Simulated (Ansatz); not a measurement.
Scan of the N1–H5 bond length

MgN2H4 (SMILES [NH2][Mg][NH2]), singlet, at its PBE0-D4/def2-TZVP minimum:

| atom | x (Å) | y (Å) | z (Å) |
| --- | --- | --- | --- |
| N1 | -1.5672 | -0.0336 | -1.0422 |
| Mg2 | 0.0088 | -0.0096 | -0.0067 |
| N3 | 1.5847 | 0.0142 | 1.0291 |
| H4 | -2.3120 | -0.7117 | -0.9846 |
| H5 | -1.8244 | 0.6293 | -1.7579 |
| H6 | 2.4575 | -0.4386 | 0.8031 |
| H7 | 1.7137 | 0.4821 | 1.9135 |

The bond length N1–H5 (1.009 Å at the minimum) is set to the values below, the two halves moving rigidly along the bond. Each method's energies count from its own value at the PBE0-D4 minimum structure. Ansatz 0.2.0; basis: def2-TZVPP; cores frozen in the correlated methods. The outer core shell of Li, Na, Mg and K is correlated. The def2 sets are not built for correlating such inner shells, so the correlated values are less sure here. B3LYP uses VWN-RPA correlation.

```json
{"bond length (Å)": "0.868", "CCSD(T) (kcal/mol)": "14.28", "PBE0-D4 (kcal/mol)": "14.19", "r2SCAN-D4 (kcal/mol)": "14.22", "wB97M-V (kcal/mol)": "14.10"}
{"bond length (Å)": "0.897", "CCSD(T) (kcal/mol)": "?", "PBE0-D4 (kcal/mol)": "8.34", "r2SCAN-D4 (kcal/mol)": "8.39", "wB97M-V (kcal/mol)": "8.29"}
{"bond length (Å)": "0.941", "CCSD(T) (kcal/mol)": "2.81", "PBE0-D4 (kcal/mol)": "2.76", "r2SCAN-D4 (kcal/mol)": "2.81", "wB97M-V (kcal/mol)": "2.74"}
{"bond length (Å)": "0.992", "CCSD(T) (kcal/mol)": "0.16", "PBE0-D4 (kcal/mol)": "0.14", "r2SCAN-D4 (kcal/mol)": "0.16", "wB97M-V (kcal/mol)": "0.14"}
{"bond length (Å)": "1.048", "CCSD(T) (kcal/mol)": "0.72", "PBE0-D4 (kcal/mol)": "0.77", "r2SCAN-D4 (kcal/mol)": "0.71", "wB97M-V (kcal/mol)": "0.76"}
{"bond length (Å)": "1.109", "CCSD(T) (kcal/mol)": "?", "PBE0-D4 (kcal/mol)": "4.37", "r2SCAN-D4 (kcal/mol)": "4.19", "wB97M-V (kcal/mol)": "4.34"}
{"bond length (Å)": "1.173", "CCSD(T) (kcal/mol)": "10.02", "PBE0-D4 (kcal/mol)": "10.33", "r2SCAN-D4 (kcal/mol)": "9.98", "wB97M-V (kcal/mol)": "10.26"}
{"bond length (Å)": "1.241", "CCSD(T) (kcal/mol)": "?", "PBE0-D4 (kcal/mol)": "18.18", "r2SCAN-D4 (kcal/mol)": "17.62", "wB97M-V (kcal/mol)": "18.08"}
{"bond length (Å)": "1.312", "CCSD(T) (kcal/mol)": "26.49", "PBE0-D4 (kcal/mol)": "27.31", "r2SCAN-D4 (kcal/mol)": "26.51", "wB97M-V (kcal/mol)": "27.20"}
```

Q: Fill in the withheld CCSD(T) values. (To be estimated.)

A: Computed: 8.42 kcal/mol at 0.897 Å; 4.22 kcal/mol at 1.109 Å; 17.65 kcal/mol at 1.241 Å. These count from the CCSD(T) energy at the PBE0-D4 minimum.

Largest difference from the CCSD(T) curve over the scan: PBE-D4 2.06; B3LYP-D4 0.17; HF 5.13; MP2 1.10 kcal/mol. Each curve counts from its own value at the minimum.

The T1 diagnostic stays at or below 0.011.

For scale, one of the runs: CCSD(T)/def2-TZVPP, 150 basis functions (an equivalent command: `ansatz run in.yaml --threads 2`). Time: 25 s of wall clock on 2 CPU threads; the host was shared. Peak host memory: 1.1 GiB.
